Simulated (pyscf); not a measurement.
H₂B–OH + methane (CH₄) -> H₃C–BH–OH + hydrogen (H₂) (four-centre exchange; singlet surface; B–H, C–H broken, B–C, H–H formed). Single points on ωB97X-D3(BJ)/def2-SVP structures (PySCF, gas phase). Rate constants from transition-state theory, ωB97M-D3(BJ)/def2-TZVP energies (ideal gas, 1 atm, RRHO with modes under 100 cm⁻¹ raised to 100, one conformer, R ln 2 for chiral ones without a mode under 150 cm⁻¹; no tunnelling), k in cm³ molecule⁻¹ s⁻¹.

```
T (K)  1000/T  log10 k
-----  ------  -------
298     3.354   -45.58
600     1.667   -28.74
900     1.111   -22.98
1200    0.833        ?
```

Q: Fit an Arrhenius line to the three values, give the activation energy, and predict k at 1200 K.

A: Least squares gives log10 k = -11.88 − 10.05 × 1000/T, so Ea = 10.05 × ln 10 × 1.987 = 46.0 kcal/mol, against an electronic barrier of 45.0. At 1200 K the line gives -20.26; the computed value is -19.98 (ΔG‡ = 80.1 kcal/mol), a factor 1.9 over the line, since the plot is curved. At the saddle there is also a short B–H contact that neither side keeps. This is the saddle that the search found; another between the same sides may lie lower.
